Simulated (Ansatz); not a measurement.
Ansatz (a quantum-chemistry and plane-wave program) input (CCSD(T)/6-31G*):

Ansatz 0.2 input:
```yaml
crystal:
  periodic: [false, false, false]
  atoms:
    - {symbol: C, position_ang: [0.00439699, 0.00529408, 0.50425813]}
    - {symbol: F, position_ang: [-0.01696785, 1.10243765, -0.30214647]}
    - {symbol: F, position_ang: [0.01189880, -1.10854091, -0.27918568]}
    - {symbol: H, position_ang: [-0.90251824, -0.00024261, 1.11129806]}
    - {symbol: H, position_ang: [0.92175780, 0.02340746, 1.09514257]}
basis:
  gaussian:
    orbitals: 6-31G*
magnetization: {spin_polarized: false}
correlation: {method: ccsd_t, electrons: outside_noble_gas}
```

End of the output:

```
integrals: 0.02 GiB planned
460 factors; integrals over basis functions are off by at most 8.4e-4 eV
mean field: 0.09 GiB planned
mean field evaluation 1: about -6471.7573 eV, gradient 2.9e1 eV
mean field evaluation 2: about -6471.7627 eV, gradient 3.0e1 eV
mean field evaluation 4: about -6473.4381 eV, gradient 2.2e0 eV
mean field evaluation 8: about -6473.4539 eV, gradient 1.0e-4 eV
mean field evaluation 16: about -6473.4529 eV, gradient 5.0e-1 eV
mean field -6473.45388878 eV, -237.8950425479 hartree, gradient 3.7e-6 eV, S^2 0.000000; 0 other end points of the search recorded, 0 dependent functions left out
3 core orbitals not correlated
reference -6473.45388878 eV, -237.8950425479 hartree; 10, 10 occupied and 36, 36 virtual orbitals, 460 factors
second order -12.76081031 eV of doubles, -0.00000000 eV of singles
coupled cluster: 0.08 GiB planned
cycle   1  -12.79303633 eV  change   -3.2e-2 eV  update   7.8e-2
cycle   2  -13.08729143 eV  change   -2.9e-1 eV  update   2.0e-2
cycle   3  -13.15820978 eV  change   -7.1e-2 eV  update   1.0e-2
cycle   4  -13.15652341 eV  change    1.7e-3 eV  update   1.9e-3
cycle   5  -13.15611127 eV  change    4.1e-4 eV  update   8.4e-4
cycle   6  -13.15627243 eV  change   -1.6e-4 eV  update   2.4e-4
cycle   7  -13.15611284 eV  change    1.6e-4 eV  update   7.1e-5
cycle   8  -13.15609343 eV  change    1.9e-5 eV  update   1.9e-5
perturbative correction -0.27111763 eV, -0.0099633892 hartree
Total energy: -6486.88109984 eV, -238.3884834533 hartree
```
